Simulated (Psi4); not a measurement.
# CH6BO− ([B(OMe)H3]-), step by step

Aim: a geometry optimisation (singlet CH6BO−, BLYP/3-21G), then a single-point energy (doublet CH6BO, UBLYP/3-21G), then a geometry optimisation (doublet CH6BO, UBLYP/3-21G), then the energy (singlet CH6BO−, BLYP/3-21G) of CH6BO. 

The results are computed with Psi4 1.11.

## Step 1: Starting point

CH6BO−: 9 atoms, total charge -1, spin state singlet. SMILES: `[H][B-]([H])([H])OC`. The shape is that of a GFN2-xTB optimisation. The run starts from this shape.

Bond lengths: B1–O2 1.521 Å, O2–C3 1.363 Å, C3–H4 1.111 Å, C3–H5 1.106 Å, C3–H6 1.111 Å, B1–H7 1.235 Å, B1–H8 1.212 Å, B1–H9 1.235 Å. Some angles: B1–O2–C3 113.1°, O2–B1–H7 110.1°, O2–B1–H8 106.6°, O2–B1–H9 110.1°, O2–C3–H4 112.8°, O2–C3–H5 109.6°, O2–C3–H6 112.7°, H7–B1–H8 110.7°, H7–B1–H9 108.7°, H8–B1–H9 110.7°.

## Step 2: A structure relaxation at BLYP/3-21G (density fitting) (run 1)

File ch6bo.xyz:

```xyz
9
CH6BO
B     -0.386150     0.614300    -0.974770
O     -0.355250     0.555070     0.544390
C      0.327350    -0.522760     1.024140
H     -0.106050    -1.489310     0.690250
H      0.310150    -0.511210     2.129510
H      1.391020    -0.534720     0.703660
H      0.764650     0.670900    -1.420030
H     -1.008470     1.611420    -1.270020
H     -0.937270    -0.393690    -1.427130
```

File ch6bo.py:

```python
import psi4

psi4.set_memory('1600 MB')
psi4.set_num_threads(1)
psi4.core.set_output_file('psi4.out', False)

with open('ch6bo.xyz') as f:
    atoms = ''.join(f.readlines()[2:])
mol = psi4.geometry('-1 1\n' + atoms + 'symmetry c1')

psi4.set_options({
    'basis': '3-21G',
})

E = psi4.optimize('blyp')
print(f'blyp energy: {E:.10f} Eh')
print(mol.to_string(dtype='xyz', units='Angstrom'))
for k, v in sorted(psi4.core.scalar_variables().items()):
    print(f'{k:45s} {v:18.10f}')
```

Command:

```
$ python ch6bo.py
```

psi4.out:

```text
[...]
  Running in c1 symmetry.
[...]
  Nuclear repulsion =   75.163769322189125
[...]
  Multiplicity = 1
[...]
  Nalpha       = 13
  Nbeta        = 13
[...]
    Number of basis functions: 39
[...]
   @DF-RKS iter   1:  -140.62553060612547   -3.15240e-01   1.94263e-02 ADIIS/DIIS
[...]
   @DF-RKS iter   7:  -140.95176381479297   -8.52651e-13   8.69048e-09 DIIS
[...]
    Orbital Energies [Eh]
    ---------------------
    Doubly Occupied:
       1A    -18.425696     2A     -9.704738     3A     -6.210666
       4A     -0.646104     5A     -0.390187     6A     -0.214715
       7A     -0.171523     8A     -0.165442     9A     -0.115278
      10A     -0.024588    11A     -0.021530    12A      0.020705
      13A      0.059180
[...]
  @DF-RKS Final Energy:  -140.95176381479297
   => Energetics <=
    Nuclear Repulsion Energy =             72.9654566062011725
    One-Electron Energy =                -341.1503959178768355
    Two-Electron Energy =                 147.6251829069754251
    DFT Exchange-Correlation Energy =     -20.3920074100927629
    Empirical Dispersion Energy =           0.0000000000000000
    VV10 Nonlocal Energy =                  0.0000000000000000
    Total Energy =                       -140.9517638147929688
[...]
 Multipole Moments:
 ------------------------------------------------------------------------------------
     Multipole            Electronic (a.u.)      Nuclear  (a.u.)        Total (a.u.)
 ------------------------------------------------------------------------------------
 L = 1.  Multiply by 2.5417464519 to convert [e a0] to [Debye]
 Dipole X            :         -0.8620509            1.3632906            0.5012397
 Dipole Y            :          1.3471258           -2.1505667           -0.8034408
 Dipole Z            :          2.3011070           -0.6294623            1.6716447
 Magnitude           :                                                    1.9212377
[...]
  -Total Gradient:
     Atom            X                  Y                   Z
    ------   -----------------  -----------------  -----------------
       1        0.000012739253    -0.000013949431     0.000016340659
       2        0.000011407477    -0.000023986203    -0.000020984322
       3        0.000000020535     0.000003627638     0.000022095727
       4        0.000000056129     0.000019679737    -0.000005154230
       5       -0.000001595252     0.000002932657    -0.000016611202
       6       -0.000017139260     0.000007934647    -0.000004072592
       7       -0.000014058949     0.000004197647     0.000003730942
       8       -0.000006444806     0.000009849421    -0.000005794076
       9       -0.000000716525     0.000014607953     0.000003343896
[...]
    Final optimized geometry and variables:
    Molecular point group: c1
    Full point group: C1
    Geometry (in Angstrom), charge = -1, multiplicity = 1:
    B           -0.270714343598     0.436067941106    -1.218272574598
    O           -0.240266946300     0.377590836420     0.323087748051
    C            0.469510415979    -0.747791054425     0.847662452355
    H            0.046127430525    -1.741683665420     0.537691512438
    H            0.445961934766    -0.718031670339     1.963435456097
    H            1.550815104061    -0.789711691696     0.544054858801
    H            0.882035230024     0.513733755636    -1.713675076039
    H           -0.912816693527     1.453512626278    -1.522972154928
    H           -0.832055894798    -0.570170306466    -1.720945506858
[...]
```

The script printed:

```text
Some dependencies such as QCElemental have not yet finished migration to pydantic v2. If issues are encountered please downgrade pydantic or upgrade QCElemental as appropriate
	Previous geometry is closer to target in internal coordinates, so using that one.

	Best geometry has RMS(Delta(q)) = 2.46e-04

Optimizer: Optimization complete!
blyp energy: -140.9517638148 Eh
9
-1 1 BCH6O
B                    -0.270714343598     0.436067941106    -1.218272574598
O                    -0.240266946300     0.377590836420     0.323087748051
C                     0.469510415979    -0.747791054425     0.847662452355
H                     0.046127430525    -1.741683665420     0.537691512438
H                     0.445961934766    -0.718031670339     1.963435456097
H                     1.550815104061    -0.789711691696     0.544054858801
H                     0.882035230024     0.513733755636    -1.713675076039
H                    -0.912816693527     1.453512626278    -1.522972154928
H                    -0.832055894798    -0.570170306466    -1.720945506858

CURRENT ENERGY                                   -140.9517638148
CURRENT REFERENCE ENERGY                         -140.9517638148
DD SOLVATION ENERGY                                 0.0000000000
DFT FUNCTIONAL TOTAL ENERGY                      -140.9517638148
DFT TOTAL ENERGY                                 -140.9517638148
DFT VV10 ENERGY                                     0.0000000000
DFT XC ENERGY                                     -20.3920074101
GRID ELECTRONS ALPHA                               13.0000012212
GRID ELECTRONS BETA                                13.0000012212
GRID ELECTRONS TOTAL                               26.0000024424
NUCLEAR REPULSION ENERGY                           72.9654566062
ONE-ELECTRON ENERGY                              -341.1503959179
OPTIMIZATION ITERATIONS                             7.0000000000
PCM POLARIZATION ENERGY                             0.0000000000
PE ENERGY                                           0.0000000000
SCF ITERATION ENERGY                             -140.9517638148
SCF ITERATIONS                                      7.0000000000
SCF TOTAL ENERGY                                 -140.9517638148
TWO-ELECTRON ENERGY                               147.6251829070
XC GRID RADIAL POINTS                              75.0000000000
XC GRID SPHERICAL POINTS                          302.0000000000
XC GRID TOTAL POINTS                           194105.0000000000
```

It took 23 s on 1 thread of AMD EPYC 7B13 (Zen 3), shared host; peak memory 0.45 GiB.

Step by step:

```tsv
step	energy from the first frame kept (eV)	largest force (eV/Å)
0	0.0000	2.2718
1	-0.1289	0.4919
2	-0.1345	0.3134
3	-0.1360	0.1043
4	-0.1362	0.0178
5	-0.1363	0.0181
6	-0.1363	0.0017
```

After the run. Bond lengths: B1–O2 1.543 Å, O2–C3 1.430 Å, C3–H4 1.124 Å, C3–H5 1.116 Å, C3–H6 1.124 Å, B1–H7 1.257 Å, B1–H8 1.241 Å, B1–H9 1.257 Å. Some angles: B1–O2–C3 114.0°, O2–B1–H7 112.2°, O2–B1–H8 106.7°, O2–B1–H9 112.2°, O2–C3–H4 114.1°, O2–C3–H5 109.6°, O2–C3–H6 114.1°, H7–B1–H8 109.1°, H7–B1–H9 107.5°, H8–B1–H9 109.1°.

## Step 3: Doublet neutral CH6BO: a single-point energy at UBLYP/3-21G (density fitting) (run 2)

File job.dat:

```
memory 1600 MB

molecule {
  0 2
  B     -0.74596939     1.18967330    -1.89669921
  O     -0.68843290     1.07916779     1.01605094
  C      0.65285124    -1.04749598     2.00735213
  H     -0.14722667    -2.92567966     1.42159183
  H      0.60835197    -0.99125773     4.11585751
  H      2.69622155    -1.12671330     1.43361805
  H      1.43241051     1.33644077    -2.83287332
  H     -1.95936820     3.11236570    -2.47249687
  H     -1.80675203    -0.71184093    -2.84661351
  units au
}

set basis 3-21G
set reference uks

result, w = energy('blyp', return_wfn=True)
print_variables()
```

Command:

```
$ psi4 job.dat job.out -n 1
```

job.out:

```text
[...]
  Running in c1 symmetry.
[...]
  Nuclear repulsion =   72.965458648615837
[...]
  Multiplicity = 2
[...]
  Nalpha       = 13
  Nbeta        = 12
[...]
    Number of basis functions: 39
[...]
   @DF-UKS iter   1:  -140.71721817518764   -5.34526e-01   1.26539e-02 DIIS/ADIIS
[...]
   @DF-UKS iter  11:  -140.87414468114221   -9.24879e-09   5.83694e-07 DIIS
[...]
   @S^2 Observed:                7.531311998E-01
[...]
    Orbital Energies [Eh]
    ---------------------
    Alpha Occupied:
       1A    -18.777497     2A     -9.939450     3A     -6.479635
       4A     -0.968109     5A     -0.634821     6A     -0.490850
       7A     -0.430821     8A     -0.414534     9A     -0.393726
      10A     -0.318292    11A     -0.296321    12A     -0.258732
      13A     -0.243265
    Alpha Virtual:
      14A      0.062660    15A      0.085705    16A      0.118357
      17A      0.120263    18A      0.165408    19A      0.170273
      20A      0.182126    21A      0.237750    22A      0.403033
      23A      0.419660    24A      0.470236    25A      0.613775
[...]
  @DF-UKS Final Energy:  -140.87414468114221
   => Energetics <=
    Nuclear Repulsion Energy =             72.9654586486158365
    One-Electron Energy =                -334.3660623145952968
    Two-Electron Energy =                 140.5623496256830549
    DFT Exchange-Correlation Energy =     -20.0358906408457855
    Empirical Dispersion Energy =           0.0000000000000000
    VV10 Nonlocal Energy =                  0.0000000000000000
    Total Energy =                       -140.8741446811422122
[...]
 Multipole Moments:
 ------------------------------------------------------------------------------------
     Multipole            Electronic (a.u.)      Nuclear  (a.u.)        Total (a.u.)
 ------------------------------------------------------------------------------------
 L = 1.  Multiply by 2.5417464519 to convert [e a0] to [Debye]
 Dipole X            :         -0.7728272            1.3632896            0.5904623
 Dipole Y            :          1.2120975           -2.1505647           -0.9384672
 Dipole Z            :          1.3446903           -0.6294621            0.7152281
 Magnitude           :                                                    1.3194384
[...]
```

Run time: 7.2 s. Hardware: 1 thread of AMD EPYC 7B13 (Zen 3), shared host; peak memory 0.4 GiB.

## Step 4: Doublet neutral CH6BO: a geometry optimisation at UBLYP/3-21G (density fitting) (run 3)

File ch6bo.dat:

```
memory 1600 MB

molecule {
  0 2
  B     -0.394750     0.629548    -1.003690
  O     -0.364303     0.571071     0.537671
  C      0.345474    -0.554311     1.062245
  H     -0.077909    -1.548203     0.752274
  H      0.321926    -0.524551     2.178018
  H      1.426779    -0.596231     0.758638
  H      0.757999     0.707214    -1.499092
  H     -1.036853     1.646993    -1.308389
  H     -0.956092    -0.376690    -1.506363
  symmetry c1
}

set basis 3-21G
set reference uks

energy_value, wavefunction = optimize("blyp", return_wfn=True)
print_variables()
```

Command:

```
$ psi4 -n 1 ch6bo.dat ch6bo.out
```

ch6bo.out:

```text
[...]
  Running in c1 symmetry.
[...]
  Nuclear repulsion =   72.965458633901633
[...]
  Multiplicity = 2
[...]
  Nalpha       = 13
  Nbeta        = 12
[...]
    Number of basis functions: 39
[...]
   @DF-UKS iter   1:  -140.71721817608048   -5.34526e-01   1.26539e-02 ADIIS/DIIS
[...]
   @DF-UKS iter   8:  -140.88668339625471   -2.72848e-12   6.77294e-09 DIIS
[...]
   @S^2 Observed:                7.534401981E-01
[...]
  @DF-UKS Final Energy:  -140.88668339625471
   => Energetics <=
    Nuclear Repulsion Energy =             73.3814919753502295
    One-Electron Energy =                -335.3648812868416940
    Two-Electron Energy =                 141.1724740639881475
    DFT Exchange-Correlation Energy =     -20.0757681487514041
    Empirical Dispersion Energy =           0.0000000000000000
    VV10 Nonlocal Energy =                  0.0000000000000000
    Total Energy =                       -140.8866833962547105
[...]
 Multipole Moments:
 ------------------------------------------------------------------------------------
     Multipole            Electronic (a.u.)      Nuclear  (a.u.)        Total (a.u.)
 ------------------------------------------------------------------------------------
 L = 1.  Multiply by 2.5417464519 to convert [e a0] to [Debye]
 Dipole X            :         -0.8925362            1.4600861            0.5675498
 Dipole Y            :          1.3764631           -2.2776039           -0.9011408
 Dipole Z            :          1.2265487           -0.6952295            0.5313193
 Magnitude           :                                                    1.1901545
[...]
  -Total Gradient:
     Atom            X                  Y                   Z
    ------   -----------------  -----------------  -----------------
       1       -0.000215724599    -0.000157219885     0.000109216674
       2       -0.000093788351    -0.000039238091    -0.000089211459
       3        0.000079755995    -0.000053721880    -0.000002955739
       4        0.000012524230     0.000043286261    -0.000006468762
       5        0.000015797738     0.000013486169    -0.000024174670
       6        0.000024650608     0.000002648054     0.000001632869
       7        0.000024722238     0.000029046351    -0.000009783226
       8        0.000164620091     0.000068477868    -0.000052336280
       9        0.000027182166     0.000035209777     0.000010207088
[...]
    Final optimized geometry and variables:
    Molecular point group: c1
    Full point group: C1
    Geometry (in Angstrom), charge = 0, multiplicity = 2:
    B           -0.323191431103     0.520794355078    -1.164413323620
    O           -0.230949170525     0.357157988322     0.273926379527
    C            0.501051120120    -0.794154004940     0.865046622581
    H            0.039777495146    -1.740785143822     0.538434483695
    H            0.431740930313    -0.690266736528     1.955592402753
    H            1.555272830120    -0.775445422394     0.542742824158
    H            0.802451780048     0.361806485479    -1.735605607420
    H           -0.936071972523     1.501310515392    -1.482180957405
    H           -0.663282999525    -0.558187423828    -1.746506888934
  Variable Map:
[...]
```

The script printed:

```text
Optimizer: Optimization complete!
```

Run time: 45 s. Hardware: 1 thread of AMD EPYC 7B13 (Zen 3), shared host; peak memory 0.45 GiB.

The path in brief:

```tsv
step	energy from the first frame kept (eV)	largest force (eV/Å)
0	0.0000	2.7105
1	-0.2389	1.1539
2	-0.3152	0.4855
3	-0.3337	0.3294
4	-0.3408	0.0957
5	-0.3411	0.0383
6	-0.3412	0.0128
7	-0.3412	0.0148
```

After the run. Bond lengths: B1–O2 1.451 Å, O2–C3 1.487 Å, C3–H4 1.103 Å, C3–H5 1.098 Å, C3–H6 1.103 Å, B1–H7 1.272 Å, B1–H8 1.199 Å, B1–H9 1.272 Å. Some angles: B1–O2–C3 120.9°, O2–B1–H7 112.0°, O2–B1–H8 112.8°, O2–B1–H9 112.0°, O2–C3–H4 109.9°, O2–C3–H5 106.9°, O2–C3–H6 110.0°, H7–B1–H8 115.8°, H7–B1–H9 85.7°, H8–B1–H9 115.8°.

## Step 5: The energy at BLYP/3-21G (density fitting) (run 4)

File job.inp:

```
memory 1600 mb

molecule {
  -1 1
  B
  O 1 R2
  C 2 R3 1 A3
  H 3 R4 2 A4 1 D4
  H 3 R5 4 A5 2 D5
  H 3 R6 5 A6 4 D6
  H 1 R7 2 A7 3 D7
  H 1 R8 7 A8 2 D8
  H 1 R9 8 A9 7 D9

  R2 = 1.450553
  R3 = 1.486865
  A3 = 120.85532
  R4 = 1.102524
  A4 = 109.94322
  D4 = -60.41438
  R5 = 1.097673
  A5 = 110.43593
  D5 = 117.71762
  R6 = 1.102549
  A6 = 110.43817
  D6 = -120.82478
  R7 = 1.272247
  A7 = 112.01332
  D7 = -46.67416
  R8 = 1.199171
  A8 = 115.81091
  D8 = 131.28694
  R9 = 1.27228
  A9 = 115.82208
  D9 = -98.14203
  symmetry c1
}


e_tot, wfn = energy("blyp/3-21G", return_wfn=True)
print_variables()
```

Command:

```
$ psi4 -i job.inp -o job.out -n 1
```

job.out:

```text
[...]
  Running in c1 symmetry.
[...]
  Nuclear repulsion =   73.381497123095230
[...]
  Multiplicity = 1
[...]
  Nalpha       = 13
  Nbeta        = 13
[...]
    Number of basis functions: 39
[...]
   @DF-RKS iter   1:  -140.61827305782631   -4.14425e-01   1.92055e-02 DIIS/ADIIS
[...]
   @DF-RKS iter   9:  -140.93256442203315   -2.44857e-08   3.35743e-07 DIIS
[...]
    Orbital Energies [Eh]
    ---------------------
    Doubly Occupied:
       1A    -18.418367     2A     -9.707098     3A     -6.198148
       4A     -0.634232     5A     -0.404753     6A     -0.213259
       7A     -0.182403     8A     -0.175103     9A     -0.114970
      10A     -0.038944    11A     -0.008677    12A      0.026048
      13A      0.089420
[...]
  @DF-RKS Final Energy:  -140.93256442203315
   => Energetics <=
    Nuclear Repulsion Energy =             73.3814971230952295
    One-Electron Energy =                -341.9843522278983983
    Two-Electron Energy =                 148.0911135068865576
    DFT Exchange-Correlation Energy =     -20.4208228241165521
    Empirical Dispersion Energy =           0.0000000000000000
    VV10 Nonlocal Energy =                  0.0000000000000000
    Total Energy =                       -140.9325644220331526
[...]
 Multipole Moments:
 ------------------------------------------------------------------------------------
     Multipole            Electronic (a.u.)      Nuclear  (a.u.)        Total (a.u.)
 ------------------------------------------------------------------------------------
 L = 1.  Multiply by 2.5417464519 to convert [e a0] to [Debye]
 Dipole X            :          0.0065475           -0.0035762            0.0029712
 Dipole Y            :          2.0313448           -2.7726059           -0.7412611
 Dipole Z            :          2.3526370           -0.3395897            2.0130472
 Magnitude           :                                                    2.1451890
[...]
```

It took 4.2 s on 1 thread of AMD EPYC 7B13 (Zen 3), shared host; peak memory 0.41 GiB.

## Step 6: Summary of results

| quantity | value |
| --- | --- |
| run 1, BLYP/3-21G: total energy at the end | -140.95176 Eh |
| run 1, BLYP/3-21G: HOMO energy | 1.61 eV |
| run 1, BLYP/3-21G: LUMO energy | 7.67 eV |
| run 1, BLYP/3-21G: HOMO–LUMO gap (to an unbound level, set by the basis) | 6.06 eV |
| doublet neutral CH6BO, run 2: total energy | -140.87414 Eh |
| doublet neutral CH6BO, run 2: dipole moment | 3.35 D |
| doublet neutral CH6BO, run 2: HOMO energy (highest over α and β) | -6.42 eV |
| doublet neutral CH6BO, run 2: LUMO energy (lowest over α and β) | -5.80 eV |
| doublet neutral CH6BO, run 2: ⟨S²⟩ | 0.753 |
| doublet neutral CH6BO, run 3: total energy at the end | -140.88668 Eh |
| doublet neutral CH6BO, run 3: dipole moment | 3.03 D |
| doublet neutral CH6BO, run 3: HOMO energy (highest over α and β) | -6.18 eV |
| doublet neutral CH6BO, run 3: LUMO energy (lowest over α and β) | -4.94 eV |
| doublet neutral CH6BO, run 3: ⟨S²⟩ | 0.753 |
| run 4, BLYP/3-21G: total energy | -140.93256 Eh |
| run 4, BLYP/3-21G: HOMO energy | 2.43 eV |
| run 4, BLYP/3-21G: LUMO energy | 7.60 eV |
| run 4, BLYP/3-21G: HOMO–LUMO gap (to an unbound level, set by the basis) | 5.16 eV |
| adiabatic ionisation energy (to the doublet neutral, no zero-point term) | 1.771 eV |

The adiabatic ionisation energy (to the doublet neutral, no zero-point term) is 1.77 eV (41 kcal/mol). The optimisation (run 1, BLYP/3-21G) took 7 steps and changed the energy by -0.136 eV. The HOMO (run 1, BLYP/3-21G) lies at positive energy, 1.61 eV, as semi-local functionals often give for anions; only total energies tell whether the electron is bound. The optimisation (doublet neutral CH6BO, run 3) took 8 steps and changed the energy by -0.341 eV. The HOMO (run 4, BLYP/3-21G) lies at positive energy, 2.43 eV, as semi-local functionals often give for anions; only total energies tell whether the electron is bound.
